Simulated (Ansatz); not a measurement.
## What each rung costs, and what it gives

The pair of NH₃ (SMILES N, atoms 1–4) and C₂H₆ (SMILES CC, atoms 5–12), both closed shells, in one local arrangement (a lower one may exist), relaxed at PBE0-D4/def2-TZVP:

N1  (-0.041, -0.147, -2.335)
H2  (-0.791, 0.230, -2.901)
H3  (0.606, -0.606, -2.963)
H4  (-0.444, -0.866, -1.746)
C5  (0.487, 0.810, 1.127)
C6  (-0.316, -0.458, 1.359)
H7  (0.631, 0.987, 0.059)
H8  (-0.020, 1.682, 1.549)
H9  (1.472, 0.746, 1.596)
H10  (-0.473, -0.652, 2.423)
H11  (0.192, -1.331, 0.941)
H12  (-1.302, -0.395, 0.891)
(Å)

Interaction energies are counterpoise-corrected; the time is that of the whole pair.

Computed with Ansatz 0.2.0 (basis: as named in each row); correlated methods freeze the cores. B3LYP uses VWN-RPA correlation. Extrapolation: Hartree–Fock as exp(−7.88 √X), correlation as X^−2.97.

Times are rough, for one single point on 4 threads of a shared host (Arm Neoverse V1).

The estimate by CCSD(T) at an estimated basis limit (MP2 extrapolated from triple and quadruple zeta, plus CCSD(T) − MP2 in triple zeta) is -4.2 kJ/mol.

```csv
method,basis,time (s),interaction energy (kJ/mol),method less estimate
HF,STO-3G,under 1,1.4,5.6
PBE-D4,STO-3G,under 1,-4.5,-0.3
SPW92,def2-SVP,under 1,-8.2,-4.1
B3LYP-D4,6-31G,under 1,-4.8,-0.6
PBE-D4,def2-SVP,under 1,-5.4,-1.3
PBE0-D4,def2-SVP,under 1,-4.8,-0.6
PBE-D4,def2-TZVPPD,2,-5.1,-1.0
CCSD(T),def2-SVP,2,-0.8,3.3
revPBE-D4,def2-TZVPPD,2,-3.5,0.7
BLYP-D4,def2-TZVPPD,2,-3.1,1.0
PBE0-D4,def2-TZVPPD,2,-4.6,-0.4
HSE06-D4,def2-TZVPPD,2,-4.6,-0.4
B3LYP-D4,def2-TZVPPD,2,-3.8,0.4
wB97M-V,def2-SVP,2,-3.6,0.6
r2SCAN-D4,def2-TZVPPD,3,-3.7,0.5
B2PLYP,def2-TZVPPD,4,-1.2,2.9
wB97X-V,def2-TZVPPD,6,-4.1,0.1
wB97M-V,def2-TZVPPD,6,-3.9,0.2
B97M-V,def2-TZVPPD,6,-4.1,0.0
MP2,def2-QZVPPD,20,-3.8,0.4
CCSD(T),def2-TZVPPD,97,-3.6,0.5
```

No T1 diagnostic of these runs exceeds 0.009.
